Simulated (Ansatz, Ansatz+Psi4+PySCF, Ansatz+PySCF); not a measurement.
```yaml
atoms:
  - { symbol: C, position_ang: [0.0000, 0.0283, -0.3700] }
  - { symbol: N, position_ang: [0.0000, 0.5978, 0.9493] }
  - { symbol: H, position_ang: [0.0000, -0.1827, 1.6152] }
  - { symbol: H, position_ang: [0.0000, 0.8128, -1.1272] }
  - { symbol: H, position_ang: [0.8934, -0.6281, -0.5336] }
  - { symbol: H, position_ang: [-0.8934, -0.6281, -0.5336] }
```

Basis set: cc-pVTZ (spherical functions). Left uncorrelated: 2 orbitals. Correlation on ROHF uses semicanonical orbitals with singles. Charge 0, multiplicity 2.

Computed with Ansatz (development build ahead of 0.2.0); each method stands on the lowest determinant of its kind that the runs found.

The atomization energy at this shape (free ground-state atoms in the same class of orbitals less the molecule, no zero-point energy) of doublet CH₄N:

```csv
method,atomization energy
ROHF-CCSD(T),1925.6 kJ/mol
ROHF-MP2,1921.5 kJ/mol
UHF-MP2,1918.5 kJ/mol
UHF,1412.9 kJ/mol
```

Task: What does ROHF give?

Result: 1419.9 kJ/mol.
